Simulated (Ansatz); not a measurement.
# CH (doublet): the correlation ladder at distance C1–H2 = 3.880 Å, cc-pVTZ

How much of the correlation energy of CH (doublet) does each wave-function method recover here?

Method: cc-pVTZ, core rule «outside noble gas», up to 1 orbitals frozen; program: Ansatz 0.2.0, Gaussian basis.

To be run: UHF; CCSD(T) on ROHF; CCSD(T) on UHF; BCCD(T) on ROHF; CISD; CCSDT(Q) on UHF; CASSCF and MRCISD+Q, 3 electrons in 3 orbitals; CASSCF and NEVPT2, 3 electrons in 3 orbitals; CASSCF and MRCISD+Q, 5 electrons in 5 orbitals; CASSCF and MRCISD+Q(relaxed), 5 electrons in 5 orbitals; CASSCF and NEVPT2, 5 electrons in 5 orbitals; Full CI.

16 further runs of the same task are left out: 1 for a known fault of the program, 10 that didn't finish, 5 set aside as unsound or not needed.

**1. What is computed**

The geometry derives from a PBE0/def2-TZVP stationary point (not a proven minimum). One bond is set to the value named and the two fragments are kept rigid.

2 atoms, charge 0, spin multiplicity 2.

Atoms are counted from 1 here; the program's logs count them from 0.

No contacts short enough for the rule that draws bonds.

Geometry (Å):

```
C     0.00000    0.00000    0.00000
H     0.00000    0.00000    3.88000
```

**2. UHF**

in.yaml reads:

```yaml
crystal:
  periodic: [false, false, false]
  atoms:
    - {symbol: C, position_ang: [0.000000, 0.000000, 0.000000]}
    - {symbol: H, position_ang: [0.000000, 0.000000, 3.880000]}
basis:
  gaussian: {orbitals: cc-pVTZ}
magnetization: {spin_polarized: true, initial_magnetization: 1}
hamiltonian: {xc: hf}
output: {orbitals: {seedname: orbitals}}
```

Started as:

```
$ ansatz run in.yaml --threads 1 --pin off --events-out ev --progress --plain --max-ram 2393MiB
```

The runs that follow: CCSD(T) on ROHF; CCSD(T) on UHF; BCCD(T) on ROHF; CISD; CCSDT(Q) on UHF; CASSCF and MRCISD+Q, 3 electrons in 3 orbitals; CASSCF and NEVPT2, 3 electrons in 3 orbitals; CASSCF and MRCISD+Q, 5 electrons in 5 orbitals; CASSCF and MRCISD+Q(relaxed), 5 electrons in 5 orbitals; CASSCF and NEVPT2, 5 electrons in 5 orbitals; Full CI.

Q: Predict the results of all the runs planned. Wanted: FCI below the RHF energy; RMP2 from FCI; UMP2 from FCI; RCCSD from FCI; RCCSD(T) from FCI; UCCSD(T) from FCI; UCCSDT(Q) from FCI; NEVPT2 pair from FCI; MRCISD+Q pair from FCI.

As calculated:

| quantity | value |
| --- | --- |
| FCI below the RHF energy | -4.8763 eV |
| RMP2 from FCI | +2660.0 meV |
| UMP2 from FCI | +620.6 meV |
| RCCSD from FCI | +80.7 meV |
| RCCSD(T) from FCI | -41.9 meV |
| UCCSD(T) from FCI | +13.7 meV |
| UCCSDT(Q) from FCI | -0.3 meV |
| NEVPT2 pair from FCI | +591.1 meV |
| MRCISD+Q pair from FCI | -42.2 meV |
| NEVPT2 valence from FCI | +424.0 meV |
| levels within 1 kcal/mol (43 meV) | RCCSD(T), UCCSD(T), BCCD(T), UCCSDT, UCCSDT(Q), MRCISD+Q pair, MRCISD+Q valence, MRCISD+Q(relaxed) valence |
| T1 diagnostic | 0.461 |
| effectively unpaired electrons | 3.02 |

What this shows: RCCSD(T) misses by -41.9 meV, 0.9 % of the correlation energy. CCSD(T) misses by -41.9 meV on the restricted determinant and by +13.7 meV on the unrestricted one; the two need not hold the same state or core. RCCSD(T), MRCISD+Q pair, MRCISD+Q valence, MRCISD+Q(relaxed) valence fall below full CI, which methods that aren't variational can do. The occupations show strong static correlation (3.0 unpaired electrons where one determinant has 1). Coupled cluster on one determinant still stays close here. Of the multireference levels listed MRCISD+Q valence comes nearest in total energy (-19.1 meV), which doesn't show that its space is the better one. Coupled cluster took another determinant than the lowest Hartree-Fock one. These misses are within one basis, not against nature; the frozen cores of restricted and unrestricted runs differ, which can shift their rows.
